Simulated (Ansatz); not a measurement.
# CH2 (singlet): the correlation ladder, 6-31G

An exercise on one series of results from a longer session: the logs are not shown, and one member is left open.

The runs use Ansatz 0.2.0, Gaussian basis; 6-31G, core rule «outside noble gas», up to 1 orbitals frozen.

The runs, in order: UHF; CCSD(T) on RHF; CCSD(T) on UHF; BCCD(T) on RHF; CISD; CCSDT(Q) on RHF; CCSDT(Q) on UHF; CISDTQ; CCSDTQ on RHF; CCSDTQ on UHF; CASSCF and MRCISD+Q, 6 electrons in 6 orbitals; CASSCF and NEVPT2, 6 electrons in 6 orbitals; Full CI.

40 further runs of the same task are left out: 40 set aside as unsound or not needed.

## The system

The geometry is an MP2(full)/6-31G* stationary point (not a proven minimum).

3 atoms, charge 0, spin multiplicity 1.

Atoms are counted from 1 here; the program's logs count them from 0.

Bond lengths: C1–H2 1.109 Å, C1–H3 1.109 Å. Angles: H2–C1–H3 102.1°.

Set-up of the first run:

in.yaml reads:

```yaml
crystal:
  periodic: [false, false, false]
  atoms:
    - {symbol: C, position_ang: [0.000000, 0.000000, 0.100225]}
    - {symbol: H, position_ang: [0.000000, 0.862232, -0.597147]}
    - {symbol: H, position_ang: [0.000000, -0.862232, -0.597147]}
basis:
  gaussian: {orbitals: 6-31G}
magnetization: {spin_polarized: true, initial_magnetization: 0}
hamiltonian: {xc: hf}
output: {orbitals: {seedname: orbitals}}
```

Run with:

```console
$ ansatz run in.yaml --threads 1 --pin off --events-out ev --progress --plain --max-ram 3498MiB --backend cpu
```

Among the steps run: UHF; CCSD(T) on RHF; CCSD(T) on UHF; BCCD(T) on RHF; CISD; CCSDT(Q) on RHF; CCSDT(Q) on UHF; CISDTQ; CCSDTQ on RHF; CCSDTQ on UHF; CASSCF and MRCISD+Q, 6 electrons in 6 orbitals; CASSCF and NEVPT2, 6 electrons in 6 orbitals; Full CI.

One table of the session follows, with a row left open; its other results are not shown here.

It belongs to the step «Misses and costs». 

| method | from FCI (meV) |
| --- | --- |
| RHF | +2436.4 |
| RMP2 | +661.3 |
| CISD | +142.9 |
| RCCSD | +55.0 |
| RCCSD(T) | +15.4 |
| BCCD(T) | +15.7 |
| RCCSDT | +3.1 |
| CISDTQ | +2.6 |
| RCCSDT(Q) | +0.7 |
| RCCSDTQ | +0.1 |
| CASSCF valence | +876.6 |
| NEVPT2 valence | +215.1 |
| MRCISD valence | +14.1 |
| MRCISD+Q valence | ? |
| FCI | 0 |

Estimate the missing values for MRCISD+Q valence.

As computed: from FCI (meV): +0.9. In the column «from FCI (meV)» it lies between RCCSDT(Q) (+0.7) and CISDTQ (+2.6).

Left out of the table: UHF, UMP2, UCCSD, UCCSD(T), UCCSDT, UCCSDT(Q), UCCSDTQ (another determinant or state than the rows shown).
